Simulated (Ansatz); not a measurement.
Born–Oppenheimer molecular dynamics of H3P + N2 (6 atoms, charge 0, multiplicity 1). It goes on from the last frame of an earlier run, with new velocities.

Theory: RKS PBE/STO-3G in Ansatz.

```json
{
  "ensemble": "NVE (velocity Verlet)",
  "time step": "1 fs",
  "steps asked": "266",
  "starting velocities drawn for": "300 K",
  "seed": "385627"
}
```

First frame:

```xyz
6
Properties=species:S:1:pos:R:3
N -0.314 -0.189 -3.255
N -0.154 0.130 -2.098
P -0.035 0.335 2.005
H -0.226 -1.007 2.509
H 1.107 -0.220 1.433
H -0.800 0.118 0.827
```

**Question.** How far do the bonds stretch over the last three quarters of this one trajectory? (Pairs bonded in most of those frames.)

**Answer.** 
```json
{"bond": "N1–N2", "mean (Å)": "1.196", "spread (Å)": "0.014", "shortest": "1.18", "longest": "1.22"}
{"bond": "P3–H4", "mean (Å)": "1.424", "spread (Å)": "0.025", "shortest": "1.37", "longest": "1.48"}
{"bond": "P3–H5", "mean (Å)": "1.426", "spread (Å)": "0.031", "shortest": "1.37", "longest": "1.49"}
{"bond": "P3–H6", "mean (Å)": "1.427", "spread (Å)": "0.032", "shortest": "1.37", "longest": "1.48"}
```

Mean temperature of the second half: 311 K. The conserved energy stayed within 0.49 meV per atom of its start (net change 0.31 meV per atom), so the integration is sound. A run of 0.27 ps of so small a system gives no equilibrium averages. Limits of this set-up: minimal basis.

Time of the run: 88 s on 1 thread of Arm Neoverse V2, on a shared host, peak memory 0.18 GiB.
